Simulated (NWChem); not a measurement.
# C3H3FO (SMILES OC1C=C1F): levels of theory compared

Wanted: a comparison of 5 runs (HF/def2-SVP, TPSSh/3-21G, PBE0/def2-SVP, TPSS/6-31+G*, B2PLYP/6-311G**) of C3H3FO. 

The calculation is run with NWChem 7.3.0.

## Step 1: Starting point

C3H3FO: 8 atoms, total charge 0, spin state singlet. As SMILES, `OC1C=C1F`. The shape is that of a GFN2-xTB optimisation. This is one conformer, not always the lowest.

Bond lengths: O1–C2 1.397 Å, C2–C3 1.513 Å, C2–C4 1.484 Å, C3–C4 1.299 Å, C4–F5 1.319 Å, O1–H6 0.965 Å, C2–H7 1.090 Å, C3–H8 1.061 Å. Some angles: O1–C2–C3 118.0°, O1–C2–C4 120.4°, C3–C2–C4 51.4°, C2–C3–C4 63.2°, C2–C4–C3 65.5°, C2–C4–F5 145.4°, C3–C4–F5 149.1°, O1–C2–H7 112.9°, C3–C2–H7 120.3°, C4–C2–H7 120.7°.

## Step 2: Energy and gradient at HF/def2-SVP (run 1)

Contents of struct.xyz:

```xyz
8

O     -1.493050     0.507290     0.241540
C     -0.187320     0.088400     0.509800
C      0.355940    -1.085300    -0.274510
C      0.836590     0.086270    -0.563860
F      1.648640     0.828300    -1.291390
H     -1.544090     1.470010     0.276750
H      0.099850     0.234400     1.551550
H      0.283440    -2.129380    -0.449880
```

Contents of run.py:

```python
from ase.io import read
from ase.calculators.nwchem import NWChem

molecule = read('struct.xyz')

calc = NWChem(
    label='struct',
    theory='scf',
    memory='2200 mb',
    basis='def2-SVP',
    basispar='spherical bse',
    scf={'nopen': '0', 'rhf': None, 'thresh': '1e-08', 'maxiter': '80'},
)
molecule.calc = calc

forces = molecule.get_forces()
print(f"energy = {molecule.get_potential_energy():.6f} eV")
print("forces (eV/A):")
for s, f in zip(molecule.symbols, forces):
    print(f"{s:2s} {f[0]:10.5f} {f[1]:10.5f} {f[2]:10.5f}")
print("dipole (e A):", molecule.get_dipole_moment().round(4))
```

Started as:

```
export ASE_NWCHEM_COMMAND="nwchem PREFIX.nwi > PREFIX.nwo"
python run.py
```

Output:

```text
energy = -7872.229901 eV
forces (eV/A):
O     0.43169    0.88636    0.19700
C     0.29599    0.16542   -1.12059
C     0.67815    2.30787   -0.36577
C    -0.49417   -0.76470    0.55068
F    -0.84929   -0.82075    0.69672
H     0.09359   -1.11462    0.02587
H    -0.09189   -0.03893    0.01697
H    -0.06407   -0.62066   -0.00087
dipole (e A): [0.0956 0.0397 0.1767]
```

The calculator wrote struct.nwi:

```
title "struct"

permanent_dir struct

scratch_dir struct

start struct

geometry units angstrom nocenter noautosym noautoz
  O  -1.4930500000000000e+00 5.0729000000000002e-01 2.4154000000000000e-01
  C  -1.8731999999999999e-01 8.8400000000000006e-02 5.0980000000000003e-01
  C  3.5593999999999998e-01 -1.0852999999999999e+00 -2.7450999999999998e-01
  C  8.3658999999999994e-01 8.6269999999999999e-02 -5.6386000000000003e-01
  F  1.6486400000000001e+00 8.2830000000000004e-01 -1.2913900000000000e+00
  H  -1.5440900000000000e+00 1.4700100000000000e+00 2.7675000000000000e-01
  H  9.9849999999999994e-02 2.3440000000000000e-01 1.5515500000000000e+00
  H  2.8344000000000003e-01 -2.1293799999999998e+00 -4.4988000000000000e-01
end

memory 2200 mb

basis spherical bse noprint
   * library def2-SVP
end

scf
  nopen 0
  rhf
  thresh 1e-08
  maxiter 80
end

task scf gradient
```

struct.nwo, shortened:

```text
[...]
      One-electron energy =   -715.954923157335
[... 1 line left out ...]
 Nuclear repulsion energy =    160.676260062727
[... 37 lines left out ...]
                       ROHF Final Molecular Orbital Analysis
[... 215 lines left out ...]
     1   1 0 0      0.180653      0.000000     14.671492
[...]
  wavefunction    =   RHF
                         RHF ENERGY GRADIENTS
    atom               coordinates                        gradient
                 x          y          z           x          y          z
   1 O      -2.821455   0.958639   0.456444   -0.008395  -0.017237  -0.003831
   2 C      -0.353983   0.167052   0.963382   -0.005756  -0.003217   0.021792
   3 C       0.672629  -2.050920  -0.518749   -0.013188  -0.044881   0.007113
[... 4 lines of this table left out ...]
   8 H       0.535624  -4.023945  -0.850150    0.001246   0.012070   0.000017
[...]
```

Run time: 9 s. Hardware: 1 thread of Intel Xeon 6975P-C (Granite Rapids), shared host; peak memory 0.099 GiB.

## Step 3: Energy and forces at TPSSh/3-21G (run 2)

Contents of job.nw:

```
start job
title "C3H3FO"
memory total 2200 mb

geometry units angstrom noautosym nocenter noautoz
   O    -1.493050    0.507290    0.241540
   C    -0.187320    0.088400    0.509800
   C     0.355940   -1.085300   -0.274510
   C     0.836590    0.086270   -0.563860
   F     1.648640    0.828300   -1.291390
   H    -1.544090    1.470010    0.276750
   H     0.099850    0.234400    1.551550
   H     0.283440   -2.129380   -0.449880
end

basis "ao basis" spherical bse
   O library 3-21G
   C library 3-21G
   F library 3-21G
   H library 3-21G
end

dft
   xc xctpssh
   grid xfine
   convergence energy 1e-08
   maxiter 100
   mulliken
end

task dft gradient
```

Started as:

```
nwchem job.nw > job.out
```

Output:

```text
[...]
          Wavefunction type:  closed shell.
          No. of atoms     :     8
          No. of electrons :    38
[...]
          Charge           :     0
          Spin multiplicity:     1
[...]
          AO basis - number of functions:    51
[...]
              XC Information
              --------------
                  TPSS hybrid Method XC Functional
                     Hartree-Fock (Exact) Exchange  0.100
                  TPSS metaGGA Exchange Functional  0.900
             TPSS03 metaGGA Correlation Functional  1.000
[...]
 d= 0,ls=0.0,diis     1   -289.3515732110 -4.50D+02  3.98D-02  8.55D-01     1.3
[...]
 d= 0,ls=0.0,diis    10   -289.4586453171 -3.80D-09  7.37D-07  1.13D-09    12.2
         Total DFT energy =     -289.458645317143
      One electron energy =     -714.584049307416
           Coulomb energy =      300.786065645478
    Exchange-Corr. energy =      -36.336921717932
 Nuclear repulsion energy =      160.676260062727
[...]
      Total Density - Mulliken Population Analysis
     ---------------------------------------------
    Atom       Charge   Shell Charges
 -----------   ------   -------------------------------------------------------
    1 O    8     8.56   1.99  0.43  2.14  1.50  2.51
    2 C    6     6.00   1.99  0.38  1.61  0.92  1.10
    3 C    6     6.18   1.99  0.40  1.66  0.94  1.18
    4 C    6     5.79   1.99  0.40  1.65  0.92  0.83
    5 F    9     9.25   1.98  0.46  2.47  1.56  2.78
    6 H    1     0.65   0.45  0.20
    7 H    1     0.80   0.49  0.31
    8 H    1     0.78   0.47  0.31
[...]
  wavefunction    = closed shell
                         DFT ENERGY GRADIENTS
    atom               coordinates                        gradient
                 x          y          z           x          y          z
   1 O      -2.821455   0.958639   0.456444    0.029514   0.024027   0.008316
   2 C      -0.353983   0.167052   0.963382   -0.015958  -0.010029  -0.012633
   3 C       0.672629  -2.050920  -0.518749   -0.004113   0.009496   0.008434
   4 C       1.580926   0.163027  -1.065541    0.008485   0.005444  -0.015632
   5 F       3.115478   1.565260  -2.440373   -0.016410  -0.011660   0.016051
   6 H      -2.917907   2.777916   0.522982    0.000758  -0.028763  -0.002496
   7 H       0.188689   0.442952   2.932004   -0.003969   0.003470  -0.001135
   8 H       0.535624  -4.023945  -0.850150    0.001692   0.008016  -0.000906
[...]
```

Wall time 16 s (1 thread of Intel Xeon 6975P-C (Granite Rapids), shared host); peak memory 0.13 GiB.

Run 3 isn't shown in full; the table further down has it.

## Step 4: Energy and gradient at TPSS/6-31+G(d) (spherical functions) (run 4)

Contents of struct.nw:

```
start struct
memory total 2200 mb

geometry noautosym nocenter noautoz
  O     -1.493050     0.507290     0.241540
  C     -0.187320     0.088400     0.509800
  C      0.355940    -1.085300    -0.274510
  C      0.836590     0.086270    -0.563860
  F      1.648640     0.828300    -1.291390
  H     -1.544090     1.470010     0.276750
  H      0.099850     0.234400     1.551550
  H      0.283440    -2.129380    -0.449880
end

basis spherical bse
  * library 6-31+G*
end

dft
  xc xtpss03 ctpss03
  grid fine
  convergence energy 1e-08
  iterations 100
  mulliken
  print medium
end

task dft gradient
```

Started as:

```
nwchem struct.nw > struct.out
```

Output:

```text
[...]
          Wavefunction type:  closed shell.
          No. of atoms     :     8
          No. of electrons :    38
[...]
          Charge           :     0
          Spin multiplicity:     1
[...]
          AO basis - number of functions:    96
[...]
              XC Information
              --------------
                  TPSS metaGGA Exchange Functional  1.000
             TPSS03 metaGGA Correlation Functional  1.000
[...]
 d= 0,ls=0.0,diis     1   -291.0182158999 -4.52D+02  3.11D-02  7.84D-01     1.9
[...]
 d= 0,ls=0.0,diis    11   -291.1147315820 -4.98D-09  8.48D-07  3.15D-09    17.1
         Total DFT energy =     -291.114731582023
      One electron energy =     -716.456125965932
           Coulomb energy =      301.115634101850
    Exchange-Corr. energy =      -36.450499780668
 Nuclear repulsion energy =      160.676260062727
[...]
      Total Density - Mulliken Population Analysis
     ---------------------------------------------
    Atom       Charge   Shell Charges
 -----------   ------   -------------------------------------------------------
    1 O    8     8.58   2.00  0.91  2.92  0.99  1.68 -0.04  0.10  0.03
    2 C    6     6.17   2.00  0.67  2.02  0.53  0.69  0.12  0.06  0.09
    3 C    6     5.87   2.00  0.68  2.07  0.60  0.76 -0.31  0.03  0.04
    4 C    6     5.95   2.00  0.66  2.01  0.50  0.36  0.31  0.02  0.09
    5 F    9     9.28   2.00  0.95  3.29  1.05  1.86  0.02  0.09  0.02
    6 H    1     0.54   0.49  0.05
    7 H    1     0.82   0.54  0.27
    8 H    1     0.80   0.53  0.26
[...]
  wavefunction    = closed shell
                         DFT ENERGY GRADIENTS
    atom               coordinates                        gradient
                 x          y          z           x          y          z
   1 O      -2.821455   0.958639   0.456444    0.017838   0.009733   0.003965
   2 C      -0.353983   0.167052   0.963382   -0.018989  -0.005306   0.003735
   3 C       0.672629  -2.050920  -0.518749   -0.002497  -0.004537   0.003959
   4 C       1.580926   0.163027  -1.065541    0.010555   0.003531  -0.014548
   5 F       3.115478   1.565260  -2.440373   -0.009839  -0.008029   0.010024
   6 H      -2.917907   2.777916   0.522982    0.000084  -0.012137  -0.001914
   7 H       0.188689   0.442952   2.932004    0.000436   0.000674  -0.005782
   8 H       0.535624  -4.023945  -0.850150    0.002413   0.016071   0.000563
[...]
```

Wall time 23 s (1 thread of Intel Xeon 6975P-C (Granite Rapids), shared host); peak memory 0.12 GiB.

## Step 5: A single-point energy at B2PLYP/6-311G(d,p) (run 5)

Contents of struct.nw:

```
start struct
title "C3H3FO energy"
memory 2200 mb

geometry units angstroms noautosym nocenter noautoz
  O     -1.493050     0.507290     0.241540
  C     -0.187320     0.088400     0.509800
  C      0.355940    -1.085300    -0.274510
  C      0.836590     0.086270    -0.563860
  F      1.648640     0.828300    -1.291390
  H     -1.544090     1.470010     0.276750
  H      0.099850     0.234400     1.551550
  H      0.283440    -2.129380    -0.449880
end

basis spherical bse
  * library 6-311G**
end

dft
  xc hfexch 0.53 becke88 0.47 lyp 0.73 mp2 0.27
  dftmp2 semidirect
  grid fine
  convergence energy 1e-08
  maxiter 100
  mulliken
  print low
end

mp2
  freeze core 5
end

task dft energy
```

Started as:

```
nwchem struct.nw > struct.out
```

Output:

```text
[...]
 d= 0,ls=0.0,diis     1   -290.5437321858 -4.51D+02  7.46D-03  8.28D-01     1.7
[...]
 d= 0,ls=0.0,diis    10   -290.6306484247 -4.12D-09  8.65D-07  9.04D-09    13.8
         Total DFT energy =     -290.630648424698
      One electron energy =     -716.879461590085
           Coulomb energy =      301.542699808859
    Exchange-Corr. energy =      -35.970146706200
 Nuclear repulsion energy =      160.676260062727
[...]
      Total Density - Mulliken Population Analysis
     ---------------------------------------------
    Atom       Charge   Shell Charges
 -----------   ------   -------------------------------------------------------
    1 O    8     8.42   1.08  0.91  0.96  0.99  2.07  0.82  1.57  0.01
    2 C    6     5.93   1.10  0.89  0.59  0.74  1.49  0.39  0.59  0.14
    3 C    6     6.12   1.10  0.89  0.63  0.75  1.46  0.52  0.70  0.07
    4 C    6     5.79   1.10  0.89  0.61  0.73  1.43  0.46  0.41  0.15
    5 F    9     9.21   1.08  0.92  1.17  1.09  2.36  0.86  1.73  0.01
    6 H    1     0.76   0.27  0.38  0.04  0.07
    7 H    1     0.89   0.28  0.50  0.09  0.02
    8 H    1     0.88   0.27  0.50  0.09  0.03
[...]
  Basis functions       =    108
[...]
```

Wall time 17 s (1 thread of Intel Xeon 6975P-C (Granite Rapids), shared host); peak memory 0.37 GiB.

## Step 6: All runs side by side

```csv
run,level,iteration cap,module,energy (Eh),dipole moment (D),HOMO energy (eV),LUMO energy (eV),wall time
1,HF/def2-SVP,80,scf,-289.299115,0.98,-10.66,4.65,9 s
2,TPSSh/3-21G,100,dft,-289.458645,0.99,-6.33,0.27,16 s
3,PBE0/def2-SVP,100,dft,-290.543385,0.84,-7.75,0.52,24 s
4,TPSS/6-31+G* (spherical functions),100,dft,-291.114732,0.97,-6.48,-0.65,23 s
5,B2PLYP/6-311G**,100,dft,-290.899483,–,–,–,17 s
```

## Step 7: Summary of results

| quantity | value |
| --- | --- |
| run 5: total energy | -290.89948 Eh |

**Reading.** Over runs 1, 2, 3, 4 the dipole moment (its size) runs from 0.84 D (PBE0/def2-SVP) to 0.99 D (TPSSh/3-21G). The two ends differ in method and basis. Over runs 1, 2, 3, 4 the HOMO–LUMO gap runs from 5.84 eV (TPSS/6-31+G*) to 15.31 eV (HF/def2-SVP). Totals of different functionals can't be ranked against each other. All runs together took 89 s, the longest 24 s.
